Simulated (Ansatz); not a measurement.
# CHN2+ (quintet): the correlation ladder, cc-pVDZ

An exercise on one series of results from a longer session: the logs are not shown, and one member is left open.

The runs use Ansatz 0.2.0, Gaussian basis; cc-pVDZ, core rule «outside noble gas», up to 3 orbitals frozen.

To be run: UHF; CCSD(T) on ROHF; CCSD(T) on UHF; BCCD(T) on ROHF; CISD; CCSDT(Q) on ROHF; CCSDT(Q) on UHF.

28 further runs of the same task are left out: 6 for a known fault of the program, 9 that didn't finish, 13 set aside as unsound or not needed.

### The geometry

The geometry is a PBE0/def2-TZVP stationary point (not a proven minimum) of the parent state, kept for this charge and spin.

4 atoms, charge 1, spin multiplicity 5.

Atoms are counted from 1 here; the program's logs count them from 0.

Bond lengths: C1–N2 1.321 Å, N2–N3 1.321 Å, N2–H4 1.033 Å. Angles: C1–N2–N3 129.0°, C1–N2–H4 119.2°, N3–N2–H4 111.8°.

The first run:

The input, in.yaml:

```yaml
crystal:
  periodic: [false, false, false]
  atoms:
    - {symbol: C, position_ang: [0.000000, -0.252071, 1.248272]}
    - {symbol: N, position_ang: [0.000000, 0.334003, 0.064722]}
    - {symbol: N, position_ang: [0.000000, -0.216110, -1.136065]}
    - {symbol: H, position_ang: [0.000000, 1.365429, 0.013259]}
basis:
  gaussian: {orbitals: cc-pVDZ}
total_charge: 1
magnetization: {spin_polarized: true, initial_magnetization: 4}
hamiltonian: {xc: hf}
output: {orbitals: {seedname: orbitals}}
```

On the command line:

```
$ ansatz run in.yaml --threads 1 --pin off --events-out ev --progress --plain --max-ram 2393MiB
```

Steps of the session up to this table: UHF; CCSD(T) on ROHF; CCSD(T) on UHF; BCCD(T) on ROHF; CISD; CCSDT(Q) on ROHF; CCSDT(Q) on UHF.

One table of the session follows, with a row left open; its other results are not shown here.

| method | from UCCSDT(Q) (kJ/mol) |
| --- | --- |
| ROHF | +1040.8 |
| UHF | +926.8 |
| RMP2 | +151.9 |
| UMP2 | +155.3 |
| CISD | +143.8 |
| RCCSD | +41.8 |
| UCCSD | +37.5 |
| RCCSD(T) | ? |
| UCCSD(T) | +7.7 |
| BCCD(T) | +7.2 |
| RCCSDT | +3.5 |
| UCCSDT | +3.0 |
| RCCSDT(Q) | +0.2 |
| UCCSDT(Q) | 0 |

Q: Estimate the row for RCCSD(T) from the others.

As computed: from UCCSDT(Q) (kJ/mol): +7.1. In the column «from UCCSDT(Q) (kJ/mol)» it lies between RCCSDT (+3.5) and BCCD(T) (+7.2).

Caveats from the session: Restricted and unrestricted rows rest on different reference determinants; where their highest levels disagree by more than a few hundredths of an eV, they describe different states and don't form one ladder.
